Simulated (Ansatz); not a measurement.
This geometry of CH$_{3}$NO (6 atoms, charge 0, multiplicity 1) is a first-order saddle point.

Method: RKS B3LYP-D4/6-31G* (Ansatz 0.2.0).

```xyz
6
Properties=species:S:1:pos:R:3
N 0.418 -0.707 -0.198
C -0.065 0.546 0.339
O -1.067 1.120 -0.008
H -0.339 -1.388 -0.098
H 0.505 -0.585 -1.211
H 0.591 0.951 1.130
```

(1) Which two structures does it join? (They come from a converged band through this point; their orientation in space is the band's.)

(2) How far does it lie above each of them?

## Answers

(1) No bond is made or broken. The dihedral H4–N1–C2–O3 goes from 1 to -179°. The two ends are copies of one structure, up to a mirror image or an exchange of like atoms.

First end point:

```xyz
6
Properties=species:S:1:pos:R:3
N 0.148 -0.608 -0.334
C -0.128 0.557 0.314
O -1.232 0.901 0.691
H -0.608 -1.247 -0.543
H 1.081 -0.838 -0.642
H 0.782 1.171 0.469
```

Last end point:

```xyz
6
Properties=species:S:1:pos:R:3
N 0.144 -0.596 -0.357
C -0.128 0.554 0.319
O -1.235 0.910 0.673
H 1.086 -0.853 -0.613
H -0.614 -1.226 -0.582
H 0.789 1.147 0.514
```

(2) 17.9 kcal/mol above the first and 17.9 kcal/mol above the second. This is the barrier of this one path; another mechanism may lie lower.

The run took 4.9 min on 1 thread of Intel(R) Xeon(R) Processor @ 2.50GHz (Skylake/Cascade Lake), on a shared host, peak memory 0.11 GiB.
